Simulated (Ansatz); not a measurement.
Cuprite Ag2O, treated with PBE0 (plane waves, PAW; Ansatz, an electronic-structure program).

Numerical settings: plane-wave cutoff 460 eV, 6×6×6 k mesh, Fermi–Dirac smearing 0.01 eV, no spin polarisation, scalar-relativistic PAW data made under PBE.

Cell (relaxed at this level):

```
Ag2O
1.0
    4.78834     0.00000     0.00000
    0.00000     4.78834     0.00000
    0.00000     0.00000     4.78834
Ag O
4 2
Direct
  0.75000   0.25000   0.75000
  0.25000   0.25000   0.25000
  0.25000   0.75000   0.75000
  0.75000   0.75000   0.25000
  0.00000   0.00000   0.00000
  0.50000   0.50000   0.50000
```

Q: Predict the bulk modulus, band gap and pressure derivative B′ of the bulk modulus.

A: 
- bulk modulus: 73.4 GPa
- band gap: 1.82 eV (on the SCF k mesh)
- pressure derivative B′ of the bulk modulus: 5.1

Measured, for comparison: band gap 1.2 eV (temperature not stated, no zero-point or thermal correction, photoconductivity; as tabulated in He and Franchini (2017), arXiv:1706.08159).

Spin–orbit coupling is not included.

Static lattice: no zero-point or thermal effects.

The result took roughly 30 core-minutes.
